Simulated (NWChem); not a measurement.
# acetonitrile (C₂H₃N); SMILES CC#N

Results from NWChem. Geometry: optimised at PBE0/def2-SVP. Level: PBE/def2-SVP with SMD (1 M gas to 1 M solution), gas-phase geometry.

For solvent ethyl acetate:

```
Property                                     Value
-------------------------------------------  -----
cavity-dispersion-structure term (kcal/mol)    0.8
dipole in solution (D)                        4.60
```

Problem. What are these values for solvent dimethyl sulfoxide?

Solution. 
- cavity-dispersion-structure term (kcal/mol) = 2.2
- dipole in solution (D) = 4.80
